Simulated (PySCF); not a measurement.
## A search over the determinants of MgH

Unrestricted PBE0; basis Mg pcseg-2, H pcseg-2; no relativity; PySCF 2.14. Outer shells of the fragments: Mg 3s2; H 1s1.

Followed along the bond (rough minima from three points):

| 2Ms+1 | unpaired | ⟨S²⟩ at the start | R at minimum (Å) | Te (eV) |
| --- | --- | --- | --- | --- |
| 2 | σ ↑ | 0.75 | 1.75 | 0.00 |
| 4 | σ ↑↑, π ↑ | 3.75 | none in the scan | ≤ 4.46 |

Solutions found at the starting distance of 1.675 Å, counted from the lowest of them; the search is not exhaustive and high or unbound solutions are not listed, so other states can lie among these:

| 2Ms+1 | unpaired | term | E (eV) | ⟨S²⟩ | ⟨Lz²⟩ | μ (D) |
| --- | --- | --- | --- | --- | --- | --- |
| 2 | σ ↑ | ²Σ⁺ | 0.00 | 0.75 | 0.00 | -1.12 |
| 2 | π ↑ | ²Π | 2.34 | 0.78 | 1.00 | -3.38 |
| 4 | σ ↑↑, π ↑ | ⁴Π | 4.99 | 3.75 | 1.00 | 2.47 |
| 2 | σ ↑↑, π ↓ | mixed | 5.79 | 1.75 | 1.00 | 2.85 |
| 4 | σ ↑↑↑ | ⁴Σ⁺ | 7.35 | 3.75 | 0.00 | 2.54 |
| 4 | σ ↑, π ↑↑ | ⁴Σ⁻ | 7.55 | 3.75 | 0.00 | 0.38 |

A term symbol is given only where ⟨S²⟩ and ⟨Lz²⟩ are close to those of a pure state; real π, δ and φ orbitals otherwise mix terms. A positive dipole means Mg(−)H(+).

The measured ground state is X ²Σ+ (Huber and Herzberg, Constants of Diatomic Molecules (1979)).

Counting both spins, an empty level lies below a filled one in some of these solutions, because spin and occupation are held.
